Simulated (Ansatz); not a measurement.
Results of LDA (PAW; Ansatz, a program for electronic structure) for bcc Nb.

Settings: plane-wave cutoff 500 eV, 4×4×4 k mesh, Fermi–Dirac smearing 0.1 eV, cell of 54 sites, scalar-relativistic PAW data made under PBE.

Problem. Estimate the vacancy formation energy and vacancy formation energy before relaxation that the calculation returns.

Solution. 
* **vacancy formation energy**: 3.00 eV
* **vacancy formation energy before relaxation**: 3.22 eV

Measured, for comparison: vacancy formation energy 2.65 ± 0.3 eV (no zero-point or thermal correction, monovacancy, our sources range from 2.65 to 2.83; as tabulated in Mehl and Papaconstantopoulos (1996), arXiv:mtrl-th/9602003). Computed (rounded) less measured: vacancy formation energy +0.35 eV (+0.17 eV to +0.35 eV over the range).

Note: energies are extrapolated to zero smearing, and mesh and cell size move such values by some hundredths of an eV or more.

The computed numbers hold no vibrational or temperature effects.
